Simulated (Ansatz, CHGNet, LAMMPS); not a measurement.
## Rock-salt KF, lattice parameter a

Reference value: 5.311 Å (measured, low temperature, no zero-point or thermal correction; as tabulated in Doll and Stoll (1997), arXiv:cond-mat/9707218).

**Question.** Put these levels in order of the lattice parameter a that they give for rock-salt KF, smallest first: CHGNet 0.3.0 (CHGNet), PBE0 (Ansatz, an electronic-structure program), ionic model catlow1977 (shell model, LAMMPS), rVV10 (Ansatz).

**Answer.** ionic model catlow1977 (5.241 Å), rVV10 (5.320 Å), PBE0 (5.367 Å), CHGNet 0.3.0 (5.473 Å)

Differences against the reference: ionic model catlow1977 -1.32 %, CHGNet 0.3.0 +3.05 %, rVV10 +0.17 %, PBE0 +1.05 %.

The measured value isn't corrected to a static lattice, so vibrations enter the comparison. A static lattice is as a rule a little smaller than the measured one.  Cutoffs and k meshes differ between the levels. Ansatz's density-functional and Hartree–Fock values are scalar-relativistic unless marked +SOC, with PAW data made under PBE.

Empirical potentials (ionic model catlow1977) are fitted to chosen data, which need not cover the solid at hand: agreement can be built in, and what lay outside the fit can be far off. Machine-learned potentials (CHGNet 0.3.0) are trained on DFT data, which may include these solids.

Differences are worked out from the printed values.
